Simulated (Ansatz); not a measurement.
# CH4AlO: ladder of basis sets in Python

How does the energy of CH4AlO converge with the basis? The task is a ladder of basis sets, for CH4AlO. SMILES: [CH3][Al][OH].

All numbers are computed with the Python package of Ansatz 0.2.0. The levels of theory stand in the script.

## 1. The structure

Bond lengths: C1–Al2 1.931 Å, Al2–O3 1.816 Å, C1–H4 1.063 Å, C1–H5 1.164 Å, C1–H6 1.122 Å, O3–H7 1.020 Å. Angles: C1–Al2–O3 118.2°, Al2–C1–H4 110.2°, Al2–C1–H5 110.4°, Al2–C1–H6 112.8°, H4–C1–H5 106.1°, H4–C1–H6 111.8°, H5–C1–H6 105.2°, Al2–O3–H7 105.2°.

The script holds or builds the structure itself.

## 2. The code

basis_ch4alo.py

```python
'''How the energy of CH4AlO converges with the basis.'''

import warnings

import ansatz

LEVEL = 'mp2'

GEOMETRY = '''
C    -0.83060    0.49880   -0.36610
Al    1.05650    0.08910   -0.37870
O     1.61250   -1.42490    0.45530
H    -1.37450   -0.26290   -0.86960
H    -1.03660    1.48270   -0.95240
H    -1.22980    0.68150    0.66620
H     1.86380   -1.13230    1.39960
'''

warnings.simplefilter('ignore', ansatz.DeckWarning)

geometry = ansatz.Crystal.molecule()
for line in GEOMETRY.strip().splitlines():
    symbol, *xyz = line.split()
    geometry = geometry.atom(symbol, [float(v) for v in xyz])

calc = (
    geometry.calculation()
    .correlation(LEVEL)
    .spin('collinear', total=1)
)

energies = {}
for basis in ['cc-pVDZ', 'cc-pVTZ']:
    summary = calc.basis(gaussian=basis).run(threads=1).report
    size = summary['n_frozen'] + summary['n_occupied'][0] + summary['n_virtual'][0]
    energies[basis] = (summary['reference_energy_ev'] / 27.211386246, summary['free_energy_ev'] / 27.211386246)
    print(f'{basis:14s} {size:4d} orbitals  reference {energies[basis][0]:14.6f} Ha  total {energies[basis][1]:14.6f} Ha')

# two-point extrapolation: the basis-set error of the correlation energy falls as X^-3
small, large = (energies[b][1] - energies[b][0] for b in ('cc-pVDZ', 'cc-pVTZ'))
limit = (3 ** 3 * large - 2 ** 3 * small) / (3 ** 3 - 2 ** 3)
print(f'correlation energy: {small:.6f} and {large:.6f} Ha, extrapolated {limit:.6f} Ha')
print(f'share caught by the larger set: {100 * large / limit:.1f} %')
```

## 3. What the engine is handed

The package turns the script's settings into the engine's input (first run):

```yaml
crystal:
  periodic: [false, false, false]
  atoms:
    - { symbol: C, position_ang: [-0.8306, 0.4988, -0.3661] }
    - { symbol: Al, position_ang: [1.0565, 0.0891, -0.3787] }
    - { symbol: O, position_ang: [1.6125, -1.4249, 0.4553] }
    - { symbol: H, position_ang: [-1.3745, -0.2629, -0.8696] }
    - { symbol: H, position_ang: [-1.0366, 1.4827, -0.9524] }
    - { symbol: H, position_ang: [-1.2298, 0.6815, 0.6662] }
    - { symbol: H, position_ang: [1.8638, -1.1323, 1.3996] }
basis:
  gaussian:
    orbitals: cc-pVDZ
magnetization:
  spin_polarized: true
  initial_magnetization: 1.0
correlation:
  method: mp2
```

## 4. The run

Command:

```console
python basis_ch4alo.py
```

Standard output:

```text
cc-pVDZ          66 orbitals  reference    -356.984640 Ha  total    -357.374569 Ha
cc-pVTZ         150 orbitals  reference    -357.039649 Ha  total    -357.529096 Ha
correlation energy: -0.389928 and -0.489447 Ha, extrapolated -0.531350 Ha
share caught by the larger set: 92.1 %
```

Run time: 6.4 s. Hardware: 1 thread of Arm Neoverse N1, shared host; peak memory 0.3 GiB.

## 5. What changed from run to run

The engine's inputs for the other runs:

Run 2, against run 1:

```diff
@@ -13 +13 @@
-    orbitals: cc-pVDZ
+    orbitals: cc-pVTZ
```

## 6. Run by run

The 2 runs, in the order started:

| run | basis | energy (eV) | <S²> | iterations in all | CPU time (s) |
| --- | --- | --- | --- | --- | --- |
| 1 | cc-pVDZ | -9724.6574 | 0.76 | 16 | 1.1 |
| 2 | cc-pVTZ | -9728.8623 | 0.76 | 12 | 4.8 |

Correlation energies (total less mean field):

| basis | correlation (eV) | share of the last | miss against the last (eV) | CPU time (s) |
| --- | --- | --- | --- | --- |
| cc-pVDZ | -10.610 | 79.7 % | +2.708 | 1.1 |
| cc-pVTZ | -13.319 | 100.0 % | +0.000 | 4.8 |

## 7. Outcome

```
                       quantity         value
extrapolated correlation energy  -0.531350 Ha
                  runs compared             2
   correlation energy, last run    -13.319 eV
```

In words: Against cc-pVDZ: cc-pVTZ -154.5 mHa. The last step alone is -154.53 mHa. From the first set to the last the time grows from 1.1 to 4.8 s. Notes:
- The drop along the ladder measures the basis error, and is no property of the molecule.
- The geometry is a force-field or estimated start, not a minimum of this method, and the last set is no limit. Much of the fall in a total is atomic energy, which cancels in bond and reaction energies.
- The species is open-shell (spin multiplicity 2).
- Inner cores stay frozen, so this is valence correlation.
- For Al to Cl the sets with a tight d function, cc-pV(X+d)Z, are usual.
- An extrapolation from small basis sets is rough.
